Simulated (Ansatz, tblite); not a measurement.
Spin states of the cluster B₃H₂ (the lowest doublet isomer of a short search), each relaxed with r2SCAN-D4/def2-TZVP in Ansatz. Electronic energies in the gas phase.

The xTB rows come from tblite. LC-ωPBE has ω = 0.4 bohr⁻¹. HSE06 is defined as in plane-wave codes, on full-range PBE exchange. Correlated methods freeze 3 core orbitals. In CCSD on the charge 0 doublet the largest single amplitude is 0.19, so its Hartree–Fock determinant may place the open shell otherwise than the density functionals do. The structure comes from a short search, and lower isomers may exist.

Doublet geometry (C2v within 0.1 Å):

Cartesian coordinates in Å:
```
B 0.355 -1.240 -0.040
B -0.814 -0.354 0.406
B 0.871 0.156 -0.412
H 1.347 1.189 -0.732
H -1.760 0.249 0.778
```

Quartet geometry (C2v within 0.1 Å):

```xyz
5

B     0.1929    0.8559    1.1956
B     0.3497   -0.6594    0.6380
B    -0.3030    0.8663   -0.3489
H    -0.5920    0.5735   -1.4572
H     0.3525   -1.6364   -0.0275
```

⟨S²⟩: doublet 0.75 at PBE0-D4/def2-TZVP (pure 0.75), quartet 3.76 at PBE0-D4/def2-TZVP (pure 3.75).

Run but left out: HF/STO-3G, HF/def2-TZVP, HF/def2-TZVPP, MP2/def2-TZVP, MP2/def2-TZVPP (doublet: ⟨S²⟩ 1.09 to 1.22, where a pure state has 0.75).

Only these spin states were relaxed.

Estimate which spin state lies lowest at each of these levels, and by how much: GFN1-xTB; GFN2-xTB; PBE-D4/def2-TZVP; BLYP-D4/def2-TZVP; r2SCAN-D4/def2-TZVP; PBE0-D4/def2-TZVP; HSE06-D4/def2-TZVP; BHLYP-D4/def2-TZVP; LC-ωPBE/def2-TZVP; PBE-QIDH/def2-TZVP; RPA@PBE/def2-TZVP; CCSD/def2-TZVPP; CCSD(T)/def2-TZVPP.


```tsv
level	quartet − doublet (kcal/mol)	lowest of these	remarks
GFN1-xTB	65.1	doublet	–
GFN2-xTB	68.1	doublet	–
PBE-D4/def2-TZVP	49.9	doublet	–
BLYP-D4/def2-TZVP	53.5	doublet	–
r2SCAN-D4/def2-TZVP	45.9	doublet	–
PBE0-D4/def2-TZVP	48.3	doublet	–
HSE06-D4/def2-TZVP	48.4	doublet	–
BHLYP-D4/def2-TZVP	51.2	doublet	–
LC-ωPBE/def2-TZVP	46.8	doublet	–
PBE-QIDH/def2-TZVP	50.1	doublet	–
RPA@PBE/def2-TZVP	54.4	doublet	–
CCSD/def2-TZVPP	51.6	doublet	large T1 (0.065) (doublet), spin-contaminated (⟨S²⟩ 1.09) (doublet)
CCSD(T)/def2-TZVPP	53.9	doublet	large T1 (0.065) (doublet), spin-contaminated (⟨S²⟩ 1.09) (doublet)
```

Change of the quartet − doublet gap on mixing in exact exchange, in kcal/mol: PBE to PBE0 (25 % exact exchange) -1.6; BLYP to BHLYP (50 % exact exchange) -2.4. The xTB methods have no term that favours high spin, so they put low spin too low.
